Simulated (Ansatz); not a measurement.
## Equilibrium volume per atom of some transition metals, all hcp

Method: PBE-D3(BJ) (PAW; Ansatz, an electronic-structure program). References are measured values corrected to a static lattice.

Values in Å³/atom.

```json
[
 {"solid": "hcp Os", "reference": "13.85¶", "PBE-D3(BJ)": "14.01", "error (%)": "+1.2"},
 {"solid": "hcp Ru", "reference": "13.45¶", "PBE-D3(BJ)": "13.44", "error (%)": "-0.1"},
 {"solid": "hcp Y", "reference": "32.95¶", "PBE-D3(BJ)": "31.52", "error (%)": "-4.3"},
 {"solid": "hcp Ti", "reference": "17.50¶", "PBE-D3(BJ)": "16.51", "error (%)": "-5.7"},
 {"solid": "hcp Re", "reference": "14.62¶", "PBE-D3(BJ)": "14.66", "error (%)": "+0.3"},
 {"solid": "hcp Sc", "reference": "24.77¶", "PBE-D3(BJ)": "23.47", "error (%)": "-5.2"},
 {"solid": "hcp Hf", "reference": "22.30¶", "PBE-D3(BJ)": "21.84", "error (%)": "-2.1"},
 {"solid": "hcp Zr", "reference": "23.18¶", "PBE-D3(BJ)": "22.45", "error (%)": "-3.1"},
 {"solid": "hcp Co", "reference": "10.96¶", "PBE-D3(BJ)": "10.55", "error (%)": "-3.7"}
]
```

Over these 9 solids the mean error is -2.5 %, the mean absolute error 2.9 % (median 3.1 %), and the worst case hcp Ti at -5.7 %; the value is too low in 7 of 9 cases.

All these references are brought to a static lattice.

Spin–orbit coupling is left out, also for the solids with elements from indium on (hcp Os, hcp Re, hcp Hf); its size isn't shown.

¶ marks references of a special kind: hcp Os, 13.85 Å³/atom (measured, copied from a table, unchecked, extrapolated to 0 K and zero-point effects removed; as tabulated in Lejaeghere et al. (2013), arXiv:1204.2733); hcp Ru, 13.45 Å³/atom (measured, copied from a table, unchecked, extrapolated to 0 K and zero-point effects removed; as tabulated in Lejaeghere et al. (2013), arXiv:1204.2733); hcp Y, 32.95 Å³/atom (measured, copied from a table, unchecked, extrapolated to 0 K and zero-point effects removed; as tabulated in Lejaeghere et al. (2013), arXiv:1204.2733); hcp Ti, 17.50 Å³/atom (measured, copied from a table, unchecked, extrapolated to 0 K and zero-point effects removed; as tabulated in Lejaeghere et al. (2013), arXiv:1204.2733); hcp Re, 14.62 Å³/atom (measured, copied from a table, unchecked, extrapolated to 0 K and zero-point effects removed; as tabulated in Lejaeghere et al. (2013), arXiv:1204.2733); hcp Sc, 24.77 Å³/atom (measured, copied from a table, unchecked, extrapolated to 0 K and zero-point effects removed; as tabulated in Lejaeghere et al. (2013), arXiv:1204.2733); hcp Hf, 22.30 Å³/atom (measured, copied from a table, unchecked, extrapolated to 0 K and zero-point effects removed; as tabulated in Lejaeghere et al. (2013), arXiv:1204.2733); hcp Zr, 23.18 Å³/atom (measured, copied from a table, unchecked, extrapolated to 0 K and zero-point effects removed; as tabulated in Lejaeghere et al. (2013), arXiv:1204.2733); hcp Co, 10.96 Å³/atom (measured, copied from a table, unchecked, extrapolated to 0 K and zero-point effects removed; as tabulated in Lejaeghere et al. (2013), arXiv:1204.2733).

Differences are worked out from the printed values.

Ansatz's density-functional and Hartree–Fock values are scalar-relativistic unless marked +SOC, with PAW data made under PBE.

Ansatz's runs of these crystals have no spin polarisation, but for hcp Co.

Density-functional runs with spin start from parallel moments for hcp Co.

Of the class's solids with a reference value and a result at some level, none was set aside. Solids without a released value at any level aren't counted. Cubic solids are told by their lattice constant and aren't counted here. Layered and molecular crystals are counted apart. The metals Ce to Yb are counted apart.

References as tabulated in Lejaeghere et al. (2013), arXiv:1204.2733.
